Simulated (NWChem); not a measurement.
Molecule: methane (CH4); SMILES C

Computed with NWChem. Pople sets run with spherical d functions. Each level has its own optimisation. Entropies are gas-phase, rigid-rotor, harmonic values for NWChem's default masses at 298.15 K and 1 bar, so the errors hold that model's part too (torsions, anharmonicity).

Measured entropy at 1 bar: 44.5 cal/(mol K) (CRC Handbook, as tabulated in the package chemicals).

```tsv
level	entropy at 1 bar (cal/(mol K))	computed − measured
Hartree-Fock/STO-3G	…	…
Hartree-Fock/3-21G	44.4	-0.1
Hartree-Fock/6-31G*	44.4	-0.1
B3LYP/6-31G*	44.5	0.0
LDA (Slater exchange, VWN5)/def2-SVP	…	…
PBE/def2-SVP	44.6	+0.1
BLYP/def2-SVP	44.6	+0.1
PBE0/def2-SVP	44.5	0.0
```

Fill in the missing entries.


- Hartree-Fock/STO-3G, entropy at 1 bar (cal/(mol K)): 44.4
- Hartree-Fock/STO-3G, computed − measured: -0.1
- LDA (Slater exchange, VWN5)/def2-SVP, entropy at 1 bar (cal/(mol K)): 44.6
- LDA (Slater exchange, VWN5)/def2-SVP, computed − measured: +0.1
